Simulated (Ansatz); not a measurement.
**Counterpoise correction, worked out**

The pair of OH⁻ (SMILES [OH-], atoms 1–2) and NH3 (SMILES N, atoms 3–6), both closed shells, in one local arrangement (a lower one may exist), relaxed at PBE0-D4/def2-TZVPD:

O1  (-0.400, 0.188, -1.589)
H2  (0.326, -0.061, -2.169)
N3  (0.306, -0.138, 1.008)
H4  (0.121, 0.775, 1.416)
H5  (0.075, -0.026, -0.043)
H6  (-0.428, -0.737, 1.376)
(Å)

Ansatz 0.2.0; basis: def2-TZVPPD; cores frozen in the correlated methods.

CCSD(T) total energies in eV:

| system | geometry | basis functions | energy |
| --- | --- | --- | --- |
| pair | pair | all | -3597.60855 |
| OH⁻ | as in the pair | all (partner as ghosts) | -2060.11730 |
| NH3 | as in the pair | all (partner as ghosts) | -1536.78339 |
| OH⁻ | as in the pair | its own | -2060.08399 |
| NH3 | as in the pair | its own | -1536.77556 |
| OH⁻ | free (PBE0-D4 minimum) | its own | -2060.08428 |
| NH3 | free (PBE0-D4 minimum) | its own | -1536.86075 |

Question: Work out the interaction energy with and without the counterpoise correction, the superposition error, and the binding energy from the relaxed fragments.

Answer: Without correction: -3597.60855 − (-2060.08399) − (-1536.77556) = -0.74900 eV.
With correction (each fragment in the whole basis): -3597.60855 − (-2060.11730) − (-1536.78339) = -0.70786 eV = -16.32 kcal/mol.
The superposition error is the difference, 0.04114 eV, 5 % of the uncorrected value: each fragment borrows its partner's functions.
Deformation from the free shapes: 0.00029 eV for OH⁻ and 0.08519 eV for NH3.
Binding energy from relaxed fragments: -0.70786 + 0.00029 + 0.08519 = -0.62238 eV = -14.35 kcal/mol (electronic, without zero-point energy; negative means bound). For comparison, the corrected interaction energy by CCSD(T) at an estimated basis limit (MP2 extrapolated from triple and quadruple zeta, plus CCSD(T) − MP2 in triple zeta) is -0.754 eV; triple zeta with the correction binds less.

The T1 diagnostic stays at or below 0.025.

For scale, one of the runs: CCSD(T)/def2-TZVPPD, 145 basis functions, launched by `ansatz run in.yaml --threads 2 --pin off --events-out ev --progress --plain --max-ram 5222MiB`. Time: 5.5 s of wall clock on 2 CPU threads; the host was shared. Peak host memory: 1.1 GiB.
